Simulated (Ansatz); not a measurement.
## What a trial cell of Bi2F3 relaxes into

Theory: Ansatz 0.2.0, DFT PBE, scalar-relativistic, plane waves, PAW. Cutoff 420 eV, Γ-centred k mesh, Gaussian smearing, no spin polarisation in the final step.

The start puts Bi2F3 on the A-type sesquioxide structure type (P-3m1, No. 164), with Bi in place of La, F in place of O, at a guessed volume.

```yaml
crystal:
  lattice:
    - [4.07662, 0.00000, 0.00000]
    - [-2.03831, 3.53046, 0.00000]
    - [0.00000, 0.00000, 6.34256]
  atoms:
    - { symbol: Bi, position: [0.33333, 0.66667, 0.24500] }
    - { symbol: Bi, position: [0.66667, 0.33333, 0.75500] }
    - { symbol: F, position: [0.00000, 0.00000, 0.00000] }
    - { symbol: F, position: [0.33333, 0.66667, 0.64500] }
    - { symbol: F, position: [0.66667, 0.33333, 0.35500] }
```

Cell and atoms relax at zero pressure; the relaxation can't lower the symmetry of the start. After a coarse first stage the cell is made exact in the group found at 0.06 Å.

The zero of energy is the elements' standard structures at the same level (F₂ as a molecule); no fitted shifts are applied.

(1) What does it relax into?

(2) What are its volume, energy, density and gap?

Answers

(1) It keeps P-3m1 (No. 164). The result has the A-type sesquioxide structure. Conventional cell: a = 4.186 Å, c = 6.393 Å. Bi has 3 F at 2.56 Å, 3 F at 2.73 Å and 1 F at 2.99 Å; around F on Wyckoff site a (1 atom of the primitive cell) lie 6 Bi at 2.73 Å and 6 F at 3.22 Å; F on Wyckoff site d (2 atoms of the primitive cell) is coordinated by 3 Bi at 2.56 Å.

```xyz
5
Lattice="4.1864 0.0000 0.0000 -2.0932 3.6255 0.0000 0.0000 0.0000 6.3933" Properties=species:S:1:pos:R:3 pbc="T T T"
Bi    0.0000    2.4170    1.2737
Bi    2.0932    1.2085    5.1196
F     0.0000    0.0000    0.0000
F     0.0000    2.4170    4.2643
F     2.0932    1.2085    2.1290
```

(2) The volume per atom is 19.4 Å³ and the density is 8.1 g/cm³. The energy over the elements is -1.39 eV/atom and the gap on the 12×12×6 mesh is 0 eV (a metal).

The final run used a 12×12×6 mesh on its 5-atom cell and 0.10 eV smearing. The k mesh leaves about 4 meV/atom of noise in metals. No dispersion correction is applied, so the spacing between layers, chains or molecules is poorly fixed, and with it the volume and density. Spin–orbit coupling is left out. Symmetry constrained the relaxation, so the result can be a saddle point.

Cost: 3 runs of about 2.9 core-minutes in all, on Arm Neoverse V1 (shared hosts).